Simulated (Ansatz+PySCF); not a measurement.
Values are calculated unless marked as measured or tabulated.
## PySCF 2.14.0 run

```python
from pyscf import gto, scf

mol = gto.M(atom="""
O 0.000000 0.000000 -0.593090
O 0.000000 0.000000 0.593090
""", basis='def2-svp', charge=1, spin=1)
mf = scf.ROHF(mol)
mf.kernel()
print(mf.converged, mf.e_tot, mf.spin_square()[0])
```

The script is written out from the run's settings.

Results

- Converged: yes
- Total energy: -148.99203 hartree
- Spin squared of the determinant: 0.750
- Cycles: 7

This is not the lowest solution: another run reaches a determinant 0.01 eV lower. Caution: an unrestricted determinant lies well below.
